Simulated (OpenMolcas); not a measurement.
**[NH2]− (SMILES [NH2-]) at 6 levels**

We compute a comparison of 6 runs (UHF/6-31G, PBE0/6-31G, SVWN5/6-31G, r2SCAN/6-31G, MP2/6-31G, ACPF/6-31G) of [NH2]−. 

The calculation is run with OpenMolcas 26.06.

## (1) The structure to begin with

[NH2]−: 3 atoms, total charge -1, spin state singlet. SMILES: `[NH2-]`. The N1–H3 distance was set to 2.055 Å, away from the relaxed value. At this shape a bond of the SMILES string is far longer than usual.

Bond lengths: N1–H2 1.027 Å.

## (2) The energy at UHF/6-31G (run 1)

The input, run.inp:

```
&gateway
baslib = $CurrDir
coord
3
angstrom
N        1.152089       0.192195       0.662094
H        0.935389       1.196395       0.649394
H       -0.467700      -0.598200      -0.324700
basis = 6-31G
group = NoSym
&seward
&scf
uhf
charge = -1
thresholds = 1e-10 1e-07 1e-07 1e-05
scramble = 0.25
prorbitals = 1 1
```

The basis set 6-31G is read from a file made from the Basis Set Exchange's data (not shown).

Command:

```
export MOLCAS_MEM=1860
pymolcas run.inp > run.log
```

The log of the run:

```text
--- Start Module: gateway ---
[...]
--- Stop Module: gateway /rc=_RC_ALL_IS_WELL_ ---
--- Start Module: seward ---
[...]
      Basis functions           13
--- Stop Module: seward /rc=_RC_ALL_IS_WELL_ ---
--- Start Module: scf ---
[...]
       Convergence after  38 Iterations
[...]
::    Total SCF energy                                -55.3623913940
[...]
      Total spin, S                                     0.5007422676
[...]
      Total electronic charge=   10.000000
      Total            charge=   -1.000000
[...]
      Dipole Moment (debye):
      Origin of the operator (angstrom)=    1.0365    0.2056    0.5992
                   X=  2.8065E-01               Y=  1.6524E+00               Z=  3.3388E-01           Total=  1.7089E+00
      Center of Charge (angstrom)
[...]
--- Stop Module: scf /rc=_RC_ALL_IS_WELL_ ---
[...]
```

It took 2.2 s on 1 thread of Intel Xeon Platinum 8488C (Sapphire Rapids), shared host; peak memory 0.37 GiB.

## (3) A single-point energy at PBE0/6-31G (run 2)

The input, run.input:

```
&GATEWAY
BASLIB
$CurrDir
COORD
3
angstrom
N        1.152089       0.192195       0.662094
H        0.935389       1.196395       0.649394
H       -0.467700      -0.598200      -0.324700
BASIS
6-31G
GROUP
NoSym
&SEWARD
GRIDINPUT
Grid=UltraFine
End of Grid
&SCF
CHARGE
-1
KSDFT
PBE0
THRESHOLDS
1e-10 1e-07 1e-07 1e-05
PRORBITALS
1 1
```

The basis set 6-31G is read from a file made from the Basis Set Exchange's data (not shown).

Command:

```
export MOLCAS_MEM=1860
pymolcas run.input > run.log
```

The log of the run:

```text
--- Start Module: gateway ---
[...]
--- Stop Module: gateway /rc=_RC_ALL_IS_WELL_ ---
--- Start Module: seward ---
[...]
      Basis functions           13
--- Stop Module: seward /rc=_RC_ALL_IS_WELL_ ---
--- Start Module: scf ---
[...]
       Convergence after  15 Iterations
[...]
::    Total KS-DFT energy                             -55.6373454246
[...]
      Total spin, S                                     0.0000000000
[...]
      Total electronic charge=   10.000000
      Total            charge=   -1.000000
[...]
      Dipole Moment (debye):
      Origin of the operator (angstrom)=    1.0365    0.2056    0.5992
                   X=  1.7847E+00               Y=  2.4588E+00               Z=  1.2580E+00           Total=  3.2884E+00
      Center of Charge (angstrom)
[...]
--- Stop Module: scf /rc=_RC_ALL_IS_WELL_ ---
[...]
```

Run time: 3.6 s. Hardware: 1 thread of Intel Xeon Platinum 8488C (Sapphire Rapids), shared host; peak memory 0.37 GiB.

Run 3 isn't shown in full; the table further down has it.

## (4) A single-point energy at r2SCAN/6-31G (run 4)

The input, run.inp:

```
* H2N Kohn-Sham DFT

&gateway
  baslib=$CurrDir
  coord
  3
  angstrom
  N        1.152089       0.192195       0.662094
  H        0.935389       1.196395       0.649394
  H       -0.467700      -0.598200      -0.324700
  basis=6-31G
  group=NoSym

&seward
  gridinput
  Grid=UltraFine
  End of Grid

&scf
  charge=-1
  ksdft=2
  1.0 MGGA_X_R2SCAN
  1.0 MGGA_C_R2SCAN
  thresholds=1e-10 1e-07 1e-07 1e-05
  prorbitals=1 1
```

The basis set 6-31G is read from a file made from the Basis Set Exchange's data (not shown).

Command:

```
export MOLCAS_MEM=1860
pymolcas run.inp > run.log
```

The log of the run:

```text
--- Start Module: gateway ---
[...]
--- Stop Module: gateway /rc=_RC_ALL_IS_WELL_ ---
--- Start Module: seward ---
[...]
      Basis functions           13
--- Stop Module: seward /rc=_RC_ALL_IS_WELL_ ---
--- Start Module: scf ---
[...]
       Convergence after  18 Iterations
[...]
::    Total KS-DFT energy                             -55.6757166241
[...]
      Total spin, S                                     0.0000000000
[...]
      Total electronic charge=   10.000000
      Total            charge=   -1.000000
[...]
      Dipole Moment (debye):
      Origin of the operator (angstrom)=    1.0365    0.2056    0.5992
                   X=  1.6601E+00               Y=  2.3528E+00               Z=  1.1772E+00           Total=  3.1108E+00
      Center of Charge (angstrom)
[...]
--- Stop Module: scf /rc=_RC_ALL_IS_WELL_ ---
[...]
```

It took 4.8 s on 1 thread of Intel Xeon Platinum 8488C (Sapphire Rapids), shared host; peak memory 0.37 GiB.

Run 5 isn't shown in full; the table further down has it.

## (5) The energy at ACPF/6-31G (run 6)

The input, run.inp:

```
&GATEWAY
  BasLib=$CurrDir
  Coord
  3
  angstrom
  N        1.152089       0.192195       0.662094
  H        0.935389       1.196395       0.649394
  H       -0.467700      -0.598200      -0.324700
  Basis=6-31G
  Group=NoSym

&SEWARD

&SCF
  Charge=-1
  Thresholds=1e-10 1e-07 1e-07 1e-05
  PrOrbitals=1 1

&MOTRA
  Frozen=1

&GUGA
  Electrons=8
  Spin=1
  Inactive=4
  Active=0
  CIAll=1

&CPF
  ACPF
```

The basis set 6-31G is read from a file made from the Basis Set Exchange's data (not shown).

Command:

```
export MOLCAS_MEM=1860
pymolcas run.inp > run.log
```

The log of the run:

```text
--- Start Module: gateway ---
[...]
--- Stop Module: gateway /rc=_RC_ALL_IS_WELL_ ---
[...]
      Basis functions           13
[...]
       Convergence after  17 Iterations
[...]
::    Total SCF energy                                -55.3369801620
[...]
      Total spin, S                                     0.0000000000
[...]
      *** WARNING: Default frozen orbitals is overwritten by user input.
      *** Default values:   1
[...]
--- Start Module: guga ---
[...]
--- Stop Module: guga /rc=_RC_ALL_IS_WELL_ ---
--- Start Module: cpf ---
[...]
      Active orbitals                            0       0
[...]
      Spin quantum number                      0.0
[...]
     FINAL ACPF ENERGY         -55.48963698
     FINAL CORRELATION ENERGY   -0.15265682  REFERENCE ENERGY     -55.33698016
[...]
      Title:  ACPF natural orbitals
[...]
      Total electronic charge=   10.000000
      Total            charge=   -1.000000
[...]
      Dipole Moment (debye):
      Origin of the operator (angstrom)=    1.0365    0.2056    0.5992
                   X= -1.6552E-01               Y=  1.3562E+00               Z=  5.3636E-02           Total=  1.3673E+00
      Quadrupole Moment (debye*angstrom):
[...]
--- Stop Module: cpf /rc=_RC_ALL_IS_WELL_ ---
[...]
```

Run time: 1.9 s. Hardware: 1 thread of Intel Xeon Platinum 8488C (Sapphire Rapids), shared host; peak memory 0.37 GiB.

## (6) Overview of the runs

```
run         level  scramble  integration grid  energy (Eh)  HOMO energy (eV)  LUMO energy (eV)  HOMO–LUMO gap (eV)  wall time
  1     UHF/6-31G      0.25                 –   -55.362391             -0.28              9.91               10.19      2.2 s
  2    PBE0/6-31G         –         UltraFine   -55.637345              2.39              5.78                3.39      3.6 s
  3   SVWN5/6-31G         –         UltraFine   -55.231718              4.45              4.68                0.23      3.9 s
  4  r2SCAN/6-31G         –         UltraFine   -55.675717              3.85              4.82                0.97      4.8 s
  5     MP2/6-31G         –                 –   -55.451479             -1.24             10.00               11.23      1.7 s
  6    ACPF/6-31G         –                 –   -55.489637             -1.24             10.00               11.23      1.9 s
```

## (7) Outcome

| quantity | value |
| --- | --- |
| run 6: total energy | -55.48964 Eh |
| run 6: HOMO energy (Hartree–Fock orbitals) | -1.24 eV |
| run 6: LUMO energy (Hartree–Fock orbitals) | 10.00 eV |
| run 6: HOMO–LUMO gap (to an unbound level, set by the basis) | 11.23 eV |
| run 6: correlation energy (1 core orbital frozen) | -152.7 mEh |

In words: Below the UHF energy at the same shape and in the same basis (6-31G): MP2 -89.1 mEh; ACPF -127.2 mEh. Some of these start from another determinant than that one, so these aren't their correlation energies. Over runs 1, 2, 3, 4 the HOMO–LUMO gap runs from 0.23 eV (SVWN5/6-31G) to 10.19 eV (UHF/6-31G). The empty levels of an anion lie above zero and hang on the basis. Totals of different functionals can't be ranked against each other. In runs 2, 3, 4 the HOMO lies above zero, so the outermost electron may be held by the basis alone. Spin contamination of the reference: run 1 ⟨S²⟩ = 0.75. Where it is this large, the reference is a mixture of spin states, and values that rest on it are in doubt. All runs together took 18 s, the longest 4.8 s.
